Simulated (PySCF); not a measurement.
Geometry:
| atom | x (Å) | y (Å) | z (Å) |
| --- | --- | --- | --- |
| Cl1 | 2.013 | -1.765 | 0.686 |
| C2 | 1.387 | -0.136 | 0.274 |
| C3 | 0.109 | -0.208 | -0.487 |
| C4 | -0.861 | 0.931 | -0.360 |
| C5 | -1.177 | -0.399 | 0.248 |
| H6 | 1.251 | 0.389 | 1.220 |
| H7 | 2.175 | 0.357 | -0.294 |
| H8 | 0.188 | -0.674 | -1.463 |
| H9 | -0.600 | 1.745 | 0.306 |
| H10 | -1.400 | 1.237 | -1.248 |
| H11 | -1.122 | -0.489 | 1.327 |
| H12 | -1.943 | -1.009 | -0.213 |

Geometry: PBE0-D3(BJ)/def2-TZVP; GIAO absolute shieldings from PySCF, gas phase, non-relativistic, averaged over equivalent atoms.

At B97-2/pcSseg-2 (285 basis functions, 23 s wall time on 1 thread of an Intel Xeon 6975P-C, shared host):
```csv
atoms,σ (ppm)
Cl1,841.8
C2,127.6
C3,168.1
C4/C5,177.3
H6/H7,28.29
H8,30.57
H10/H12,31.04
H9/H11,31.41
```

Q: What do these become at KT3/pcSseg-2?

A: 
```csv
atoms,σ at KT3/pcSseg-2,change
Cl1,830.5,-11.3
C2,124.5,-3.1
C3,165.6,-2.5
C4/C5,175.3,-2.0
H6/H7,28.14,-0.15
H8,30.53,-0.04
H10/H12,31.00,-0.04
H9/H11,31.40,-0.01
```

The largest change is at Cl1 (chlorine bonded to C). Cost: 285 basis functions, 33 s wall time on 1 thread of an Intel Xeon 6975P-C, shared host. The order of the carbon signals is the same at both levels.

Carbons that carry Cl, above all several Cl atoms, come out too deshielded, partly because spin–orbit coupling is missing.
